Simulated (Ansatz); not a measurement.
Process, species as SMILES: OCl (OH-Cl) → HClO+ (doublet, bonded as OCl) + e-
B3LYP-D3(BJ)/def2-TZVP geometries, fixed; electronic energies without zero-point terms.
Largest species:
```xyz
3

O      0.0220     1.1044    -0.0012
H     -0.9233     1.3146     0.0160
Cl     0.0439    -0.5970    -0.0004
```

The adiabatic ionisation energy at MP2 with Ansatz (a program for electronic structure), in eV, split into its Hartree-Fock and correlation parts. Cores are frozen. Open shells are unrestricted. No added dispersion term, no relativity. Functions are those of the species that has most.

```json
[
 {"basis": "aug-cc-pV(D+d)Z", "X": "2", "functions": "64", "Hartree-Fock": "10.458", "MP2": "10.972"},
 {"basis": "aug-cc-pV(T+d)Z", "X": "3", "functions": "124", "Hartree-Fock": "10.320", "MP2": "11.019"},
 {"basis": "aug-cc-pV(Q+d)Z", "X": "4", "functions": "215", "Hartree-Fock": "10.306", "MP2": "11.086"}
]
```

Worked estimate of the basis-set limit from each neighbouring pair, with Hartree-Fock from the larger set and the correlation part extrapolated as X^-3.
Correlation parts: X = 2: 0.514, X = 3: 0.699, X = 4: 0.780.
- (2,3): (27·(0.699) - 8·(0.514))/19 = 0.777; with Hartree-Fock 10.320 the estimate is 11.097 eV.
- (3,4): (64·(0.780) - 27·(0.699))/37 = 0.839; with Hartree-Fock 10.306 the estimate is 11.145 eV.
The last two estimates differ by 0.048 eV; the largest set lies 0.059 from the last. Over the last step Hartree-Fock moves by -0.014 and the correlation part by 0.081.
